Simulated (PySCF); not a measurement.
## Carbon: a sound run and one with changed settings

Sound run: C [He] 2s2 2p2, C+ [He] 2s2 2p1. All numbers are calculated (PySCF 2.14, the non-relativistic Hamiltonian (point nucleus), in 6-31G*). In the sound run the correlated levels freeze 1s2. The sound run starts from symmetry-adapted Hartree-Fock orbitals and uses a fine grid where one is needed.

A second run was set up differently.

```csv
species,method,sound run (hartree),changed run (hartree),converged
C,MP2,-37.73144,-37.73309,yes
C,CCSD(T),-37.75128,-37.75278,yes
C+,MP2,-37.32942,-37.33096,yes
C+,CCSD(T),-37.35440,-37.35571,yes
```

Ionisation energy of C:

| method | sound run (eV) | changed run (eV) |
| --- | --- | --- |
| UHF | 10.718 | 10.718 |
| MP2 | 10.940 | 10.943 |
| SCS-MP2 | 10.830 | 10.831 |
| CCSD | 10.794 | 10.800 |
| CCSD(T) | 10.799 | 10.805 |

Task: What was changed?
A. basis contracted for another Hamiltonian
B. all electrons correlated in a valence basis
C. a valence shell is frozen
D. level shift left on

Result: B. A valence basis has no tight correlating functions, so it recovers only part of the core correlation, and not evenly between atom and ion.
